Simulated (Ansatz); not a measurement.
Input for Ansatz (development build ahead of 0.2.0):

```yaml
crystal:
  periodic: [false, false, false]
  atoms:
    - { symbol: B, position_ang: [0.0, 0.0, -0.20873] }
    - { symbol: H, position_ang: [0.0, 0.0, 1.04363] }
basis:
  gaussian: { orbitals: cc-pVDZ }
hamiltonian:
  xc: hf
correlation:
  method: mp2
  frozen_orbitals: { B: 1, H: 0 }
```

The input is written out in the form of the current development build from the run's settings.

The run gave:

```yaml
Converged: yes
Reference_energy: -25.12524 hartree
Correlation_energy: -0.06069 hartree
Total_energy: -25.18593 hartree
Spin_squared_of_the_determinant: 0.000
```
